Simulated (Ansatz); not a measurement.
## Worked example: the enthalpy of formation of C3H8S (ethyl methyl sulfide)

C3H8S: 12 atoms, total charge 0, spin state singlet. As SMILES, `CCSC`. The shape is that of a PBE0-D4/def2-TZVP optimisation. This is one conformer, not always the lowest.

Total energies at RPA@PBE0/6-31G* (spherical functions), 8 core orbitals frozen (Ansatz 0.2.0); the atoms run unrestricted:

```
species    state  energy (Eh)
  C3H8S  singlet  -516.531322
      C  triplet   -37.789369
      S  triplet  -397.607161
      H  doublet    -0.503300
```

Harmonic wavenumbers at B3LYP/6-31G*, in cm⁻¹: 91, 165, 212, 279, 350, 646, 720, 770, 973, 986, 991, 1076, 1100, 1297, 1323, 1389, 1438, 1495, 1501, 1514, 1524, 1531, 3047, 3056, 3058, 3102, 3113, 3134, 3137, 3152.

Measured heats of formation of the gaseous atoms at 298.15 K, in kJ/mol: C 716.9, S 277.0, H 218.0. Spin-orbit lowering of the atoms at 298 K (mean of the ground term's levels less their thermal mean, from spectra), in kJ/mol: C 0.02, S 1.88. Take 1 Eh = 2625.50 kJ/mol, 1 cm⁻¹ = 0.0119627 kJ/mol, RT = 2.479 kJ/mol.

Work out the heat of formation of the gas at 298 K.


1. Electronic atomisation energy: 3 × (-37.789369) + (-397.607161) + 8 × (-0.503300) − (-516.531322) = 1.529654 Eh = 4016.1 kJ/mol.
2. Zero-point energy: half the sum of the wavenumbers, 23085 cm⁻¹ = 276.2 kJ/mol.
3. Thermal vibrational enthalpy, Σ hcν̃/(exp(hcν̃/kT) − 1): 8.6 kJ/mol. Translation, rotation and pV of a non-linear molecule: 4 RT = 9.9 kJ/mol.
4. The 12 free atoms carry 5/2 RT each: 74.4 kJ/mol.
5. Spin-orbit coupling lowers the free atoms by 3 × 0.02 + 1.88 = 1.9 kJ/mol.
6. Atomisation enthalpy at 298 K: 4016.1 − 1.9 − 276.2 − 8.6 − 9.9 + 74.4 = 3793.9 kJ/mol.
7. Sum of the atoms' heats of formation: 4171.7 kJ/mol. Heat of formation: 4171.7 − 3793.9 = +377.8 kJ/mol.

The tabulated value is -59.6 kJ/mol (CRC Handbook of Chemistry and Physics), so this level is off by +437.4 kJ/mol, or 10.3 % of the atomisation enthalpy that the table implies (4231.2 kJ/mol). Anharmonicity and any spin-orbit splitting of the molecule are left out, and cores are frozen in the wave-function part.
